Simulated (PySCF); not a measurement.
## Highest orbital energy against ionisation energy along the third row

Calculated with PySCF 2.14, no spin-orbit coupling. Each cell gives −ε(HOMO) / ΔSCF in eV; NIST values include spin-orbit coupling, (s) semi-empirical, (t) theoretical.

```json
{"species": "Mg (aug-cc-pCVQZ-DK, spin-free X2C)", "UHF": "6.896 / 6.615", "LDA": "4.780 / 7.732", "PBE": "4.705 / 7.622", "PBE0": "5.433 / 7.551", "r2SCAN": "4.819 / 7.382", "NIST (lowest levels)": "7.646"}
{"species": "Al (aug-cc-pCVQZ-DK, spin-free X2C)", "UHF": "5.936 / 5.600", "LDA": "3.006 / 6.026", "PBE": "3.088 / 6.070", "PBE0": "3.902 / 6.089", "r2SCAN": "3.340 / 6.170", "NIST (lowest levels)": "5.986"}
{"species": "Si (aug-cc-pCVQZ-DK, spin-free X2C)", "UHF": "8.190 / 7.625", "LDA": "4.564 / 8.223", "PBE": "4.599 / 8.188", "PBE0": "5.620 / 8.209", "r2SCAN": "4.902 / 8.310", "NIST (lowest levels)": "8.152"}
{"species": "P (aug-cc-pCVQZ-DK, spin-free X2C)", "UHF": "10.656 / 9.892", "LDA": "6.285 / 10.564", "PBE": "6.284 / 10.477", "PBE0": "7.522 / 10.516", "r2SCAN": "6.681 / 10.610", "NIST (lowest levels)": "10.487"}
{"species": "S (aug-cc-pCVQZ-DK, spin-free X2C)", "UHF": "10.313 / 9.221", "LDA": "6.157 / 10.553", "PBE": "6.148 / 10.416", "PBE0": "7.409 / 10.389", "r2SCAN": "6.408 / 10.363", "NIST (lowest levels)": "10.360"}
{"species": "Cl (aug-cc-pCVQZ-DK, spin-free X2C)", "UHF": "13.070 / 11.746", "LDA": "8.194 / 13.185", "PBE": "8.119 / 12.954", "PBE0": "9.588 / 12.936", "r2SCAN": "8.440 / 12.976", "NIST (lowest levels)": "12.968"}
{"species": "Ar (aug-cc-pCVQZ-DK, spin-free X2C)", "UHF": "16.065 / 14.527", "LDA": "10.388 / 15.970", "PBE": "10.270 / 15.684", "PBE0": "11.962 / 15.692", "r2SCAN": "10.712 / 15.733", "NIST (lowest levels)": "15.760"}
```

Task: How far is −ε(HOMO) from ΔSCF on average for each method, and why?

Result: UHF 0.84 eV; LDA -4.13 eV; PBE -4.03 eV; PBE0 -2.85 eV; r2SCAN -3.75 eV. Hartree-Fock orbital energies lack relaxation and so exceed the ΔSCF value; semilocal functionals have convex E(N) from self-interaction, so their HOMO lies far too high; exact exchange moves hybrids part of the way back.
